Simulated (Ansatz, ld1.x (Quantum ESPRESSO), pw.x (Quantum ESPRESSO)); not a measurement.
## From atom to crystal: PAW potential for potassium (K)

```json
{
 "Element": "potassium",
 "Generator": "ld1.x (Quantum ESPRESSO) 7.5",
 "Type": "PAW",
 "Functional": "PBEsol",
 "Relativity": "scalar-relativistic",
 "Frozen core": "[Ne]",
 "Valence charge": "9",
 "Reference configuration": "3s2 3p6 3d0 4s0.75 4p0 (charge +0.25)",
 "Partial waves": "3s (bound): rcut 1.70, rcutus 1.85 bohr; 4s (bound): rcut 1.70, rcutus 1.85 bohr; 3p (bound): rcut 2.35, rcutus 2.85 bohr; 4p (bound, empty): rcut 2.35, rcutus 2.85 bohr; 3d (bound, empty): rcut 3.60, rcutus 4.50 bohr; 3d channel at 0.85 Ry: rcut 3.60, rcutus 4.50 bohr",
 "Local potential": "all-electron potential smoothed inside 3.75 bohr (lloc = -1)",
 "Core correction": "a·sin(br)/r model core inside 2.06 bohr",
 "Augmentation charge": "PSQ, inside the norm-conserving radii"
}
```

Crystal test: bcc K in pw.x 7.5, no spin, 9³ k-points, Fermi–Dirac smearing 0.01 Ry, cutoffs 40/320 Ry. The reference is all-electron LAPW (Ansatz 0.2.0) with the same functional, mesh and smearing; V0 and B0 come from Birch–Murnaghan fits to the pressures at five volumes. Errors are pseudo minus all-electron; Δ is the rms difference of the E(V) curves that follow from these fits, minima aligned, over ±6 % about the mean V0. Mesh and smearing are coarse, so the numbers serve the comparison and aren't converged zero-temperature values; the lattice is a test structure that the element need not adopt.

All-electron: a0 = 5.222 Å (V0 = 71.21 Å³/atom), B0 = 3.6 GPa.

**Question.** How far does the potential miss the all-electron equation of state?

**Answer.** mean pressure error (GPa): +0.03; a0 (Å): 5.238; a0 error (%): +0.31; B0 error (%): +0.6; Δ (meV/atom): 0.5. The largest radius (4.50 bohr) exceeds half the bond length (4.28 bohr), so the spheres overlap, which is one possible source of error among others. Atomic configuration tests: test run stopped at test 5 of 7 (negative rho), 1 before it not solved.

| V (Å³/atom) | P all-electron (GPa) | P pseudo (GPa) |
| --- | --- | --- |
| 67.914 | 0.19 | 0.23 |
| 69.701 | 0.08 | 0.12 |
| 71.488 | -0.01 | 0.02 |
| 73.275 | -0.10 | -0.07 |
| 75.062 | -0.17 | -0.15 |

**Question.** At the middle volume, how do free energy and pressure move when the wave cutoff is lowered (ecutrho held at 320 Ry)?

**Answer.**

```csv
cutoff (Ry),shift of F (meV/atom),shift of P (GPa)
18,+19.4,-0.11
24,+6.7,-0.05
32,+1.0,-0.01
```

The run at the middle volume (35 k-points, 18 iterations) took about 46 s on one core of a shared host (Neoverse-V1, 32 threads, 247 GiB, load 18).
